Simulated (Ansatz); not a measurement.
Relaxation of H5NOSi (8 atoms, charge 0, multiplicity 1), to a largest force component of 0.03 eV/Å in at most 50 steps.

Computed with Ansatz, RKS PBE/def2-SVP.

```xyz
8
Properties=species:S:1:pos:R:3
Si -0.739 0.140 0.335
H 1.578 0.076 1.644
N 2.228 0.017 0.832
H 2.013 -0.845 0.318
H 2.025 0.804 0.205
H -0.279 1.078 -0.810
O -0.770 -1.269 -0.621
H -1.103 -2.017 -0.094
```

Where does it end, and by what steps?

The forces met the threshold. The force dipped under the threshold on the way, but the program's further checks kept it going. After 18 steps the energy has fallen by 0.665 eV; N3 moved furthest, 0.72 Å. Joined: Si1–N3 (3.01 → 2.12 Å).

```json
{"step": "0", "energy less start (eV)": "0.0000", "largest force component (eV/Å)": "0.563", "accepted": "yes"}
{"step": "1", "energy less start (eV)": "-0.0097", "largest force component (eV/Å)": "0.574", "accepted": "yes"}
{"step": "2", "energy less start (eV)": "-0.0198", "largest force component (eV/Å)": "0.660", "accepted": "yes"}
{"step": "3", "energy less start (eV)": "-0.0322", "largest force component (eV/Å)": "0.669", "accepted": "yes"}
{"step": "4", "energy less start (eV)": "-0.0381", "largest force component (eV/Å)": "0.462", "accepted": "yes"}
{"step": "5", "energy less start (eV)": "-0.0449", "largest force component (eV/Å)": "0.264", "accepted": "yes"}
{"step": "6", "energy less start (eV)": "-0.0570", "largest force component (eV/Å)": "0.288", "accepted": "yes"}
{"step": "7", "energy less start (eV)": "-0.0613", "largest force component (eV/Å)": "0.224", "accepted": "yes"}
{"step": "8", "energy less start (eV)": "-0.0691", "largest force component (eV/Å)": "0.225", "accepted": "yes"}
{"step": "9", "energy less start (eV)": "-0.1149", "largest force component (eV/Å)": "1.694", "accepted": "yes"}
{"step": "10", "energy less start (eV)": "-0.3669", "largest force component (eV/Å)": "2.092", "accepted": "yes"}
{"step": "11", "energy less start (eV)": "-0.3765", "largest force component (eV/Å)": "3.763", "accepted": "yes"}
{"step": "12", "energy less start (eV)": "-0.6336", "largest force component (eV/Å)": "0.484", "accepted": "yes"}
{"step": "13", "energy less start (eV)": "-0.6432", "largest force component (eV/Å)": "0.385", "accepted": "yes"}
{"step": "14", "energy less start (eV)": "-0.6603", "largest force component (eV/Å)": "0.154", "accepted": "yes"}
{"step": "15", "energy less start (eV)": "-0.6627", "largest force component (eV/Å)": "0.069", "accepted": "yes"}
{"step": "16", "energy less start (eV)": "-0.6634", "largest force component (eV/Å)": "0.041", "accepted": "yes"}
{"step": "17", "energy less start (eV)": "-0.6643", "largest force component (eV/Å)": "0.015", "accepted": "yes"}
{"step": "18", "energy less start (eV)": "-0.6646", "largest force component (eV/Å)": "0.027", "accepted": "yes"}
```

```xyz
8
Properties=species:S:1:pos:R:3
Si -0.562 0.216 0.303
H 1.766 -0.201 1.650
N 1.522 0.070 0.688
H 1.791 -0.705 0.058
H 2.069 0.906 0.438
H -0.108 1.025 -0.943
O -0.497 -1.353 -0.456
H -1.028 -1.975 0.072
```

Whether the end is a true minimum wasn't checked by a vibrational analysis.

Time of the run: 35 s on 1 thread of Arm Neoverse V1, with other jobs on the host, peak memory 0.13 GiB.
